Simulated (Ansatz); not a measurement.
# H₂O₂ (triplet): from Hartree-Fock to the top rungs at a displaced geometry (v1), cc-pVDZ

An exercise on one series of results from a longer session: the logs are not shown, and one member is left open.

Method: cc-pVDZ, core rule «outside noble gas», up to 2 orbitals frozen; program: Ansatz 0.2.0, Gaussian basis.

The runs, in order: UHF; CCSD(T) on ROHF; CCSD(T) on UHF; BCCD(T) on ROHF; CISD; CCSDT(Q) on ROHF; CCSDT(Q) on UHF; CASSCF and MRCISD+Q, 14 electrons in 10 orbitals; CASSCF and NEVPT2, 14 electrons in 10 orbitals.

21 further runs of the same task are left out: 7 that didn't finish, 14 set aside as unsound or not needed.

### The system

The geometry is a PBE0/def2-TZVP stationary point (not a proven minimum) with its atoms shifted at random (size 0.040 Å).

4 atoms, charge 0, spin multiplicity 3.

Atoms are counted from 1 here; the program's logs count them from 0.

Bond lengths: O1–H3 1.011 Å, O2–H4 0.975 Å.

The first run:

The input, in.yaml:

```yaml
crystal:
  periodic: [false, false, false]
  atoms:
    - {symbol: O, position_ang: [0.000644, -0.107937, 0.942272]}
    - {symbol: O, position_ang: [-0.000189, 0.105586, -0.938327]}
    - {symbol: H, position_ang: [0.047775, 0.901757, 0.962006]}
    - {symbol: H, position_ang: [-0.055002, -0.864445, -1.024637]}
basis:
  gaussian: {orbitals: cc-pVDZ}
magnetization: {spin_polarized: true, initial_magnetization: 2}
hamiltonian: {xc: hf}
output: {orbitals: {seedname: orbitals}}
```

Started as:

```console
$ ansatz run in.yaml --threads 1 --pin off --events-out ev --progress --plain --max-ram 2393MiB
```

Steps of the session up to this table: UHF; CCSD(T) on ROHF; CCSD(T) on UHF; BCCD(T) on ROHF; CISD; CCSDT(Q) on ROHF; CCSDT(Q) on UHF; CASSCF and MRCISD+Q, 14 electrons in 10 orbitals; CASSCF and NEVPT2, 14 electrons in 10 orbitals.

One of the session's tables, all rows but one given; the rest of the session is left out.

```
          method  from RCCSDT(Q) (kJ/mol)
             UHF                   +967.8
            RMP2                    +38.1
            UMP2                   +145.1
            CISD                   +130.0
           RCCSD                    +62.4
           UCCSD                    +51.6
        RCCSD(T)                    +13.9
        UCCSD(T)                    +27.9
         BCCD(T)                    +17.6
          RCCSDT                        ?
          UCCSDT                     +7.4
       RCCSDT(Q)                        0
       UCCSDT(Q)                     -1.0
  CASSCF valence                   +803.3
  NEVPT2 valence                   +124.3
  MRCISD valence                    +61.8
MRCISD+Q valence                    +11.1
```

**Question.** Estimate the row for RCCSDT.

As computed: from RCCSDT(Q) (kJ/mol): +9.2. In the column «from RCCSDT(Q) (kJ/mol)» it lies between UCCSDT (+7.4) and MRCISD+Q valence (+11.1).

Left out of the table: ROHF (another determinant or state than the rows shown).

To keep in mind: The report flags that the cluster equations may have other roots. The program flags RCCSD(T), BCCD(T), RCCSDT(Q) as in doubt, so the zero of the table is itself unsure. Warnings: coupled cluster took another determinant than the lowest. Restricted and unrestricted rows rest on different reference determinants; where their highest levels disagree by more than a few hundredths of an eV, they describe different states and don't form one ladder.
